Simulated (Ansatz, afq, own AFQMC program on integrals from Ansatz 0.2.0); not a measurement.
# Ir, quartet → Ir⁺, triplet

A free Ir atom.

E(triplet, charge +1) − E(quartet, charge +0) at this geometry, on UHF and UHF determinants.

Basis def2-TZVPP with its core potentials. Noble-gas cores (and the filled d shells of Ga–Kr and In–Xe) are frozen. Integrals, coupled cluster, full CI and functionals: Ansatz 0.2.0; the random walks run on the same integrals in our own AFQMC program. ph-AFQMC/CISD is guided by a CISD state made of CCSD amplitudes; releasing the constraint for a short imaginary time cuts its bias at the price of noise, slowly where states lie close. Uncertainties: one standard error, sampling alone. No spin–orbit coupling. The metal's outer-core s and p shells are frozen, which shifts wave-function levels against functionals. The errors of all members are added in quadrature.

No full CI on the walks' own integrals is used here; CCSDT(Q) serves as the reference and is uncertain by about the last step of the cluster series. Each member takes its own surest rung, up to full CI.

Errors are counted within def2-TZVPP, not against nature.

Cautions: no spin-orbit coupling; outer-core shells of the metal frozen; Ir (quartet): the ph-AFQMC/CISD walk drifts between its halves (2.5 errors), its ph-AFQMC/CISD value lies 17 ± 3 meV above CCSDT(Q); Ir⁺ (triplet): another spin lies lower, the released energies are still falling, so no released level is given (meV from the phaseless value at times in 1/Eh: -3 ± 3 at 0.24, -17 ± 6 at 0.50, -18 ± 4 at 1.00, -21 ± 3 at 1.50), its ph-AFQMC/CISD value lies 27 ± 3 meV above CCSDT(Q); this isn't the first ionization.

```json
{"level": "MP2", "vertical ionization energy (kcal/mol)": "198.6"}
{"level": "CCSD", "vertical ionization energy (kcal/mol)": "197.9"}
```

Question: From these cheaper values, estimate the vertical ionization energy at the reference level in def2-TZVPP.

Answer: 198.0 kcal/mol (CCSDT(Q) in def2-TZVPP).

```json
{"level": "HF", "vertical ionization energy (kcal/mol)": "180.1", "error against CCSDT(Q) (kcal/mol)": "-17.9"}
{"level": "CCSD(T)", "vertical ionization energy (kcal/mol)": "198.6", "error against CCSDT(Q) (kcal/mol)": "0.6"}
{"level": "CCSDT", "vertical ionization energy (kcal/mol)": "197.9", "error against CCSDT(Q) (kcal/mol)": "-0.1"}
{"level": "ph-AFQMC/HF", "vertical ionization energy (kcal/mol)": "197.7 ± 0.7", "error against CCSDT(Q) (kcal/mol)": "-0.4 ± 0.7"}
{"level": "ph-AFQMC/CISD", "vertical ionization energy (kcal/mol)": "198.3 ± 0.09", "error against CCSDT(Q) (kcal/mol)": "0.2 ± 0.09"}
```

Correlation beyond CCSD(T) takes off 0.6 kcal/mol. The perturbative (T) step is worth +0.7 kcal/mol.

A walk keeps the symmetry of its determinant, which the program's search chose and which needn't be the lowest solution, so a lower state of the same spin and another symmetry isn't excluded.
